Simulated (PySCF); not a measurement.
# CH4O: the cost of one run

Programs: PySCF 2.14.0, with density-fitted response routines of our own. Each step states its level of theory. These are calculated values for one molecule in the gas phase, unless marked as measured. Atoms count from 0, in the outputs and in this text.

### Step 1. The molecule as given

6 atoms, charge 0, multiplicity 1; geometry from: GFN2-xTB.

Bonds of the start (Å): C0–O1 1.41, C0–H2 1.10, C0–H3 1.09, C0–H4 1.10, O1–H5 0.96.

### Step 2. Optimising the geometry at PBE0-D3(BJ)/def2-SVP

The job: settings as JSON, then the geometry in Å.

```
{"job": {"xc": "PBE0", "basis": "def2-SVP", "d3": "d3bj", "grid": 1, "kind": "geom"}, "charge": 0, "multiplicity": 1}
C     -0.362064     0.007545     0.014401
O      0.905602    -0.433640    -0.405244
H     -0.492159    -0.102840     1.096395
H     -1.091894    -0.619242    -0.494459
H     -0.538518     1.053071    -0.260566
H      1.582155     0.097096     0.027897
```

The run is started by

```
> OMP_NUM_THREADS=1 python probes_run.py task.json out
```

One launch serves the whole session: the jobs run in the order shown.

**Question.** How long does this first job take on 1 thread of Intel Xeon Platinum 8259CL at 2.50GHz, shared host, and how much memory does it need?

About 3.4 s, with a peak of 0.27 GiB.
